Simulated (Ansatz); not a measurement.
## Ansatz (development build ahead of 0.2.0) run

```yaml
crystal:
  periodic: [false, false, false]
  atoms:
    - { symbol: C, position_ang: [0.0, 0.0, 0.0] }
    - { symbol: O, position_ang: [0.0, 0.0, 1.55] }
basis:
  gaussian: { orbitals: def2-SVP }
total_charge: 1
magnetization:
  initial_magnetization: 1
hamiltonian:
  xc: hf
correlation:
  method: mp2
  frozen_orbitals: { C: 1, O: 1 }
output:
  forces: true
```

The input is written out in the form of the current development build from the run's settings. Correlation on restricted open-shell orbitals is semicanonical, with singles.

Output:

| Property | Result |
| --- | --- |
| Converged | yes |
| Reference energy | -112.00647 hartree |
| Correlation energy | -0.24044 hartree |
| Total energy | -112.24691 hartree |
| Spin squared of the determinant | 0.750 |
| Stability test | minimum among restricted orbitals |

Forces (eV/Å):
| atom | Fx | Fy | Fz |
| --- | --- | --- | --- |
| C1 | 0.000 | 0.000 | 8.858 |
| O2 | 0.000 | 0.000 | -8.858 |

Caution: bonds are stretched, where a single reference can fail; forces differ strongly between restricted and unrestricted references.
